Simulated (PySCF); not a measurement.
Ligands exchanged one at a time, Al F-SiH3. Gas-phase values, no solvent. Strings in code marks are SMILES.

The LUMO from two functionals at the same geometries (PBE0-D4/def2-TZVP), both in PySCF: PBE-D3(BJ)/def2-TZVP and B3LYP-D3(BJ)/def2-TZVP. B3LYP has the VWN-RPA correlation part, as in Gaussian. 

| species | PBE-D3(BJ)/def2-TZVP (eV) |
|---|---|
| 0 of 3 F replaced by SiH3 (`[F][Al]([F])[F]`) | -2.39 |
| 1 of 3 F replaced by SiH3 (`[Al]([F])([SiH3])[F]`) | -2.22 |
| 2 of 3 F replaced by SiH3 (`[F][Al]([SiH3])[SiH3]`) | -2.84 |
| 3 of 3 F replaced by SiH3 (`[SiH3][Al]([SiH3])[SiH3]`) | -3.36 |

### Question
What does B3LYP-D3(BJ)/def2-TZVP give for each?

### Answer

- 0 of 3 F replaced by SiH3 (`[F][Al]([F])[F]`): -1.89
- 1 of 3 F replaced by SiH3 (`[Al]([F])([SiH3])[F]`): -1.66
- 2 of 3 F replaced by SiH3 (`[F][Al]([SiH3])[SiH3]`): -2.27
- 3 of 3 F replaced by SiH3 (`[SiH3][Al]([SiH3])[SiH3]`): -2.79
Over these rows, drawn at random from the members with no instability flagged (it was tested for open shells, ions and some series alone), PBE minus B3LYP-D3(BJ): mean -0.55 eV, from -0.58 eV to -0.50 eV.
